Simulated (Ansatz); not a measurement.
The same path of CH₄SSi (7 atoms, charge 0, multiplicity 1) was run twice with different band settings. The coordinate that changes most is the dihedral H4–C1–Si2–S3.

All numbers below come from RKS LDA/def2-TZVP in Ansatz.

Relaxed end points:

```xyz
7
Properties=species:S:1:pos:R:3
C -0.807 0.621 -0.270
Si 0.604 0.306 0.946
S 1.246 -1.490 0.010
H -1.103 -0.220 -0.917
H -0.486 1.459 -0.919
H -1.693 0.993 0.275
H 2.300 -1.738 0.829
```

```xyz
7
Properties=species:S:1:pos:R:3
C -0.983 0.128 -0.366
Si 0.137 -0.803 0.835
S 1.926 0.128 0.174
H -1.717 -0.572 -0.802
H -0.491 0.690 -1.176
H -1.579 0.840 0.238
H 2.768 -0.479 1.051
```

Common settings: climbing image yes; spring 5.0 eV/Å²; optimiser quadratic models (default); start path IDPP; force threshold 0.03 eV/Å; iteration limit 60; end points relaxed.

| run | movable images |
| --- | --- |
| 1 | 5 |
| 2 | 2 |

(1) What does each run give, and how far can it be trusted?

Results:

(1) Run 1: converged after 7 iterations, highest image 0.008 eV above the first end. A vibrational analysis at the climbing image gives one clearly imaginary mode, 87i cm⁻¹: a first-order saddle point.
Run 2: converged after 7 iterations, highest image 0.008 eV above the first end. Another band between the same ends (5 images) ends at a top of the same energy, where a vibrational analysis finds 1 clearly imaginary mode. So few images can step over the top or miss a turn of the path.
